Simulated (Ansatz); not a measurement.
Mulliken charges of `BBN` from B3LYP/def2-TZVPP in Ansatz (PBE0-D4/def2-TZVP geometry).

| atom | x (Å) | y (Å) | z (Å) | charge (e) |
| --- | --- | --- | --- | --- |
| B1 | -0.977 | 0.622 | -0.787 | -0.149 |
| B2 | 0.368 | 0.271 | 0.127 | 0.015 |
| N3 | 0.743 | -0.937 | 0.706 | -0.255 |
| H4 | -0.968 | 0.562 | -1.987 | 0.039 |
| H5 | -1.986 | 1.054 | -0.301 | 0.039 |
| H6 | 1.119 | 1.203 | 0.308 | -0.007 |
| H7 | 1.584 | -1.045 | 1.246 | 0.163 |
| H8 | 0.209 | -1.786 | 0.632 | 0.156 |

Question: By hand: the dipole of these point charges (1 e Å = 4.8032 D).

Answer: Σ q r = (0.129, -0.244, 0.149) e Å, of length 0.314 e Å = 1.51 D.

Question: How does the dipole of the full density compare? (An estimate is asked.)

Answer: Computed: (0.132, -0.357, 0.184) e Å, 2.03 D; the point charges give 0.74 times that, at 7° from its direction.

Point charges leave out the atoms' own dipoles, such as those of lone pairs, and Mulliken's split depends on the basis, so the two needn't agree.

B3LYP here is the variant with VWN-RPA as its local correlation; programs differ in this.
